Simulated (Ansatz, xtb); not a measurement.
**BH6Si2−: where a starting geometry ends**

The starting geometry of this gas-phase singlet was built from a drawn formula by distance geometry and a force field; its bonds are those of `[SiH2+][BH2-][SiH2-]`.

```xyz
9

B    -0.1657    0.7062    0.8458
Si   -1.6745   -0.0251   -0.1355
Si    0.0094    2.5994    0.3991
H    -1.4949   -0.1678   -1.5774
H    -3.0189    0.3845    0.2844
H     0.8607    0.1672    0.5248
H    -0.3497    0.5657    1.9825
H     0.2132    2.7575   -1.0072
H     1.2079    3.1808    1.1171
```

Problem. Predict what it relaxes into with r2SCAN-D4/def2-SVPD.

Solution. It rearranges to `[BH2-]1[SiH2][SiH2]1`. Contacts that close: Si2–Si3 (3.16 → 2.32 Å).

The energy falls by 2.54 eV over 26 steps:

```csv
step,E − E(last) (eV)
1,2.539
4,1.521
7,1.277
9,1.014
12,0.422
15,0.197
18,0.157
20,0.082
23,0.012
26,0.000
```

Final geometry (Å):

```yaml
atoms:
  - { symbol: B, position_ang: [-0.1465, 0.6395, 1.3372] }
  - { symbol: Si, position_ang: [-1.2068, 0.3474, -0.3843] }
  - { symbol: Si, position_ang: [-0.0306, 2.2797, 0.1248] }
  - { symbol: H, position_ang: [-0.7268, -0.4777, -1.5509] }
  - { symbol: H, position_ang: [-2.7077, 0.4439, -0.4854] }
  - { symbol: H, position_ang: [0.8795, -0.0138, 1.4457] }
  - { symbol: H, position_ang: [-0.8158, 0.7801, 2.3491] }
  - { symbol: H, position_ang: [-0.8179, 3.5484, 0.3316] }
  - { symbol: H, position_ang: [1.1601, 2.6210, -0.7343] }
```

From the same start GFN2-xTB reaches the same bonding as this run.

The end wasn't checked by frequencies. Run with Ansatz 0.2.0, 32 s on 2 threads of Intel(R) Xeon(R) 6975P-C (Granite Rapids), on a shared host.
